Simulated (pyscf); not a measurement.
GeH₂ [singlet] + HF → F–GeH: [singlet] + H₂, a four-centre exchange (singlet surface; Ge–H, F–H broken, F–Ge, H–H formed). PySCF, gas phase, ωB97X-D3(BJ)/def2-SVP geometries. Energies in kcal/mol from the separated reactants.

AM1 to PM7: differences of heats of formation from MOPAC, which are fitted to 298 K values and so differ in kind from electronic energies by zero-point and thermal terms. 

Q: In single points PM7 puts the saddle at -1.5 kcal/mol and the reaction energy at -64.8 kcal/mol. Should these be trusted to within a few kcal/mol? Compare with ωB97M-D3(BJ)/def2-TZVP.

A: ωB97M-D3(BJ)/def2-TZVP gives ΔE‡ = 2.9 kcal/mol and ΔE = -22.6 kcal/mol. PM7 lies 4.4 kcal/mol under it in the barrier and 42.2 kcal/mol under it in the reaction energy, so on this step it does not hold to within 3.0 kcal/mol. At PM7 this geometry lies under one side, so its ΔE‡ may be no barrier of that level. ωB97M-D3(BJ)/def2-TZVP has limits of its own. On the reactant side the descent ends in a complex, 7.9 kcal/mol under the separated species and 10.3 kcal/mol under the saddle at ωB97X-D3(BJ)/def2-TZVP. At the saddle there is also a short Ge–H contact that neither side keeps. One saddle was located; it need not be the lowest between these sides. In the def2 sets elements up to Kr have no core potential.
